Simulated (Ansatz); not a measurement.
Species: C₄H₅, net charge -1, singlet state. It need not be the lowest isomer of its formula. Whether it binds its extra electron was not tested at this geometry. 
Geometry from a B3LYP-D3(BJ)/def2-TZVP (Ansatz, a program for electronic structure) optimisation:
SMILES: [CH2-]C#CC
```xyz
9

C     -0.0143     0.1244     1.9547
C     -0.0076    -0.1912     0.6428
C     -0.0025    -0.5669    -0.5688
C      0.0182     0.2953    -1.7929
H     -0.9402     0.2470     2.5111
H      0.9054     0.2241     2.5260
H      0.0301     1.3866    -1.5964
H      0.8926     0.0755    -2.4207
H     -0.8512     0.0972    -2.4348
```
Charge -1, spin multiplicity 1.

Basis-set convergence of Hartree-Fock and CCSD(T) correlation energies (hartree) with Ansatz. Valence correlation only, unless marked. Spin-orbit coupling is left out. No relativistic terms. This anion needs diffuse functions, which these sets lack.

```tsv
basis	functions	E(HF)	E(corr, CCSD(T))	rough core time
cc-pVDZ	-	-154.26212	-0.60602	under 20 s
cc-pVTZ	190	?	?	40 s
```

Q: Some entries are withheld; supply them.

A: 
- cc-pVTZ, E(HF): -154.31068
- cc-pVTZ, E(corr, CCSD(T)): -0.72779
